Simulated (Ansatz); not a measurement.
**BNHO+ (quintet): from Hartree-Fock to the top rungs, cc-pVDZ**

Aim: climb from Hartree-Fock through coupled cluster for BNHO+ (quintet) at one geometry and basis, and see what each rung misses.

Program: Ansatz 0.2.0, Gaussian basis. Level of theory: cc-pVDZ, core rule «outside noble gas», up to 3 orbitals frozen. These are calculated values, not measurements.

To be run: UHF; CCSD(T) on ROHF; CCSD(T) on UHF; BCCD(T) on ROHF; CISD as a restricted active space (open shells left free, so some higher excitations enter); CCSDT(Q) on ROHF; CCSDT(Q) on UHF.

31 further runs of the same task are left out: 6 for a known fault of the program, 12 that didn't finish, 13 set aside as unsound or not needed. Runs told in other sessions of the task aren't counted.

## (1) The system

The geometry is a PBE0/def2-TZVP stationary point (not a proven minimum) of the parent state, kept for this charge and spin.

4 atoms, charge 1, spin multiplicity 5.

Atoms are counted from 1 here; the program's logs count them from 0.

Bond lengths: B1–O2 1.297 Å, B1–N3 1.456 Å, N3–H4 1.024 Å. Angles: O2–B1–N3 104.2°, B1–N3–H4 125.7°.

## (2) UHF

in.yaml

```yaml
crystal:
  periodic: [false, false, false]
  atoms:
    - {symbol: B, position_ang: [0.000000, -0.641441, 0.112037]}
    - {symbol: O, position_ang: [0.000000, 0.293033, 1.012076]}
    - {symbol: N, position_ang: [0.000000, 0.081208, -1.152009]}
    - {symbol: H, position_ang: [0.000000, 1.100079, -1.258002]}
basis:
  gaussian: {orbitals: cc-pVDZ}
total_charge: 1
magnetization: {spin_polarized: true, initial_magnetization: 4}
hamiltonian: {xc: hf}
output: {orbitals: {seedname: orbitals}}
```

The run is started by

```bash
ansatz run in.yaml --threads 1 --pin off --events-out ev --progress --plain --max-ram 2393MiB
```

After this run come: CCSD(T) on ROHF; CCSD(T) on UHF; BCCD(T) on ROHF; CISD as a restricted active space (open shells left free, so some higher excitations enter); CCSDT(Q) on ROHF; CCSDT(Q) on UHF.

**Question.** What will the summary of the whole plan be? Wanted: UCCSDT(Q) from the RHF energy; RMP2 from UCCSDT(Q); UMP2 from UCCSDT(Q); RCCSD from UCCSDT(Q); RCCSD(T) from UCCSDT(Q); UCCSD(T) from UCCSDT(Q); RCCSDT(Q) from UCCSDT(Q); T1 diagnostic.

As calculated:

| quantity | value |
| --- | --- |
| UCCSDT(Q) from the ROHF energy | -9.1309 eV |
| RMP2 from UCCSDT(Q) | +29.72 kcal/mol |
| UMP2 from UCCSDT(Q) | +29.24 kcal/mol |
| RCCSD from UCCSDT(Q) | +6.34 kcal/mol |
| RCCSD(T) from UCCSDT(Q) | +1.32 kcal/mol |
| UCCSD(T) from UCCSDT(Q) | +1.29 kcal/mol |
| RCCSDT(Q) from UCCSDT(Q) | +0.13 kcal/mol |
| levels within 1 kcal/mol (43 meV) | RCCSDT, UCCSDT, RCCSDT(Q) |
| T1 diagnostic | 0.034 |

What this shows: RCCSD(T) lands +1.32 kcal/mol from the yardstick (0.6 % of the correlation energy). These misses are within one basis, not against nature; the frozen cores of restricted and unrestricted runs differ, which can shift their rows.

With open shells the CI space here admits some higher excitations, so it is larger than plain CISD.
